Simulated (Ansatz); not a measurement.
A relaxed structure of Nb. Space group Im-3m (No. 229), bcc (W type). Level of theory: PBEsol (plane waves to 420 eV, PAW, scalar-relativistic; Ansatz, a first-principles code).

```cif
data_Nb
_chemical_formula_sum 'Nb1'
_space_group_name_H-M_alt 'P 1'
_space_group_IT_number 1
_cell_length_a 2.83289
_cell_length_b 2.83289
_cell_length_c 2.83289
_cell_angle_alpha 109.471
_cell_angle_beta 109.471
_cell_angle_gamma 109.471
loop_
_space_group_symop_operation_xyz
  'x, y, z'
loop_
_atom_site_label
_atom_site_type_symbol
_atom_site_fract_x
_atom_site_fract_y
_atom_site_fract_z
_atom_site_occupancy
Nb1 Nb 0.00000 0.00000 0.00000 1
```

```yaml
volume_per_atom: 17.50 Å³
density: 8.82 g/cm³
band_gap: no gap (metallic)
shortest_distances: Nb–Nb 2.83 Å
k-mesh: 20×20×20
```

Band energies at high-symmetry points (eV from the Fermi level; labels of this space group; no spin-orbit coupling), from −5 eV up to 3.1 eV:

| point | energies |
|---|---|
| Γ | 0.35 0.35 0.35 |
| H | -3.92 -3.92 |
| N | -3.86 -1.76 2.43 |
| P | -1.11 -1.11 -1.11 |

No spin polarisation in the result.

Measured for Nb: a 3.294 Å (static lattice; corrected from measurement; as listed in Daniel Mejia-Rodriguez, S. B. Trickey, Phys. Rev. B (2018)). Computed minus measured — a: PBEsol -0.7 %. The computed values are for a static lattice.

The run could not lose the symmetry of its start.

It was reached from a disturbed copy of a Pm-3m (No. 221) cell (simple cubic type), against which it lies -1.02 eV/atom.
